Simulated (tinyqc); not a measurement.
Ways to converge the cycle: SCF convergence aids in the sto-3g basis, for CH, spin multiplicity 4. Computed by the program tinyqc with PySCF. UHF with one setting changed at a time; a run stops when the energy changes by less than 1e-09 hartree and the error matrix is below 1e-5. The start is random orbitals. Damping d keeps d of the old density; a shift (hartree) raises the virtual levels; DIIS n extrapolates F over n matrices.

Geometry (angstrom):
```
atom       x       y       z
C     0.0000  0.0000  0.0000
H     0.0000  0.0000  1.7760
```

lowest solution found by these runs and by PySCF with stability checks = -37.677023 hartree

Largest element of the error matrix X^T (FDS - SDF) X:
```
iteration    plain  damping 0.3  damping 0.6  shift 0.4   DIIS 3   DIIS 8
1          2.6e+00      2.6e+00      2.6e+00    2.6e+00  2.6e+00  2.6e+00
2          1.5e-01      8.0e-01      1.6e+00    2.3e-01  1.5e-01  1.5e-01
3          1.6e-01      2.8e-01      9.5e-01    1.4e-01  1.6e-01  1.6e-01
4          1.1e-01      9.6e-02      5.8e-01    9.2e-02  1.2e-01  1.2e-01
5          4.2e-02      6.2e-02      3.7e-01    7.9e-02  6.4e-02  7.0e-02
6          2.8e-02      4.9e-02      2.3e-01    1.2e-01  3.3e-02  4.8e-02
8          1.2e-02      3.0e-02      9.4e-02    1.6e-01  2.9e-03  5.2e-03
10         5.0e-03      1.9e-02      6.1e-02    1.1e-01  3.0e-03  6.0e-03
14         1.0e-02      1.4e-02      3.1e-02    2.8e-02  8.7e-05  5.8e-06
20         3.4e-02      3.1e-02      1.1e-02    2.5e-02        -        -
30         3.3e-03      1.1e-02      1.6e-02    2.7e-02        -        -
45         1.2e-04      8.4e-04      2.5e-02    1.5e-02        -        -
60               -      8.6e-05      2.7e-02    6.0e-03        -        -
```

How each run ends:
```
run          iterations  E (hartree)                                                        state
plain                57    -37.67702                                                 lowest found
damping 0.3         >60    -37.67702  falls steadily but slowly, by a factor of about 0.86 a step
damping 0.6         >60    -37.64969               has stopped falling
shift 0.4           >60    -37.67627  falls steadily but slowly, by a factor of about 0.94 a step
DIIS 3               19    -37.61868                                                       higher
DIIS 8               15    -37.61868                                                       higher
```

What does the comparison show, and why?

1 of 6 runs reach the lowest solution found, in 57 to 57 iterations (fastest: plain). Ending on a higher stationary point: DIIS 3, DIIS 8; a small error matrix cannot reveal that, and an occupation fixed by the start is kept by symmetry or by the shape of the basin. Not converged: damping 0.3, damping 0.6, shift 0.4. Plain steps already contract here, so damping only slows them. DIIS minimises the error, not the energy, so it can stall or settle near a saddle, and its small system turns near-singular when few rotations are active.
